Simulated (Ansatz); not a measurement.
[Cl···H···O], triplet: transfer scan

Starting geometry:

```yaml
atoms:
  - { symbol: Cl, position_ang: [0.0000, 0.0000, -1.2963] }
  - { symbol: H, position_ang: [0.0000, 0.0000, -0.0175] }
  - { symbol: O, position_ang: [0.0000, 0.0000, 1.3137] }
```

From there atom H2 is moved from one fragment to the other while all else, the fragments' distance too, stays fixed; atoms are numbered as listed. Energies are in kcal/mol, counted from the starting geometry at the same level. Kohn–Sham curves are unrestricted where that lies lower.

Basis cc-pVDZ; Ansatz 0.2.0. Correlated methods freeze the noble-gas cores. Prefix R: restricted or restricted open-shell reference; prefix U: unrestricted.

Coupled cluster chose its determinant by a search with trial CCSD, here up to 0.10 eV above the lowest Hartree–Fock solution of its kind.

Full CI isn't at hand for all of this; UCCSDT(Q) serves as the reference, and is uncertain by the last step of the cluster series or more.

```json
{"distance Cl1-H2 (Å)": "1.189", "B2PLYP": "4.7"}
{"distance Cl1-H2 (Å)": "1.279", "B2PLYP": "0.0"}
{"distance Cl1-H2 (Å)": "1.328", "B2PLYP": "-0.5"}
{"distance Cl1-H2 (Å)": "1.376", "B2PLYP": "-0.5"}
{"distance Cl1-H2 (Å)": "1.425", "B2PLYP": "-0.5"}
{"distance Cl1-H2 (Å)": "1.474", "B2PLYP": "-0.7"}
{"distance Cl1-H2 (Å)": "1.523", "B2PLYP": "-1.2"}
{"distance Cl1-H2 (Å)": "1.571", "B2PLYP": "-1.6"}
{"distance Cl1-H2 (Å)": "1.620", "B2PLYP": "-1.3"}
```

Q: Estimate the UCCSDT(Q) curve in cc-pVDZ from this one, knowing how B2PLYP differs from it in such a basis.

A: The computed UCCSDT(Q) values, in kcal/mol from the starting point, and the difference of B2PLYP against them:
| distance Cl1-H2 (Å) | UCCSDT(Q) | B2PLYP less UCCSDT(Q) |
| --- | --- | --- |
| 1.189 | 3.6 | 1.1 |
| 1.279 | 0.0 | 0.0 |
| 1.328 | 0.2 | -0.7 |
| 1.376 | 0.9 | -1.4 |
| 1.425 | 1.5 | -2.0 |
| 1.474 | 1.6 | -2.3 |
| 1.523 | 1.2 | -2.4 |
| 1.571 | 0.6 | -2.2 |
| 1.620 | 0.5 | -1.8 |

The difference spans 3.5 kcal/mol and is largest, -2.4 kcal/mol, at 1.523 Å.

In so small a basis the reference is far from its limit. A double hybrid takes much of its correlation from a semilocal functional, which needs less basis, so its difference from the reference holds the reference's basis and frozen-core error beside its own.
